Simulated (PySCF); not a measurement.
A GIAO shielding run with PySCF 2.14 (density fitting, non-relativistic, gas phase) on pentanal (SMILES CCCCC=O):

```
$ OMP_NUM_THREADS=1 python probes_run.py task.json out

{"job": {"kind": "nmr", "xc": "B97-D", "basis": "pcSseg-1", "pop": false}, "charge": 0, "multiplicity": 1}
C     -2.380080     0.280036    -0.206234
C     -1.125472    -0.301359     0.425041
C      0.155812     0.196945    -0.227317
C      1.414491    -0.380987     0.390168
C      2.690905     0.127645    -0.214953
O      2.751956     0.941187    -1.097538
H     -2.387830     1.379618    -0.136749
H     -3.292248    -0.091610     0.284367
H     -2.445592     0.019382    -1.274741
H     -1.104883    -0.057519     1.502390
H     -1.159317    -1.404294     0.370612
H      0.145640    -0.036971    -1.305504
H      0.203476     1.297678    -0.173506
H      1.469352    -0.174081     1.476629
H      1.436468    -1.485574     0.322979
H      3.627323    -0.310100     0.223403
```

Hardware: 1 thread of an Intel Xeon Platinum 8559C, shared host.

(1) How large is the calculation?

(2) How long does it take, and how much memory does it need?

(3) And these other runs on the same molecule and hardware: GIAO shielding at B3LYP/pcSseg-1; GIAO shielding at KT2/pcSseg-1; GIAO shielding at KT3/pcSseg-1; GIAO shielding at mPW1PW91/pcSseg-1?

Results:

(1) 48 electrons, 152 basis functions and 784 auxiliary functions.

(2) 20 s of wall time, with 15 SCF cycles; peak memory 0.59 GiB. Times on a shared host scatter by some tens of per cent.

(3) B3LYP/pcSseg-1: 152 functions, 13 s; KT2/pcSseg-1: 152 functions, 20 s; KT3/pcSseg-1: 152 functions, 20 s; mPW1PW91/pcSseg-1: 152 functions, 13 s.
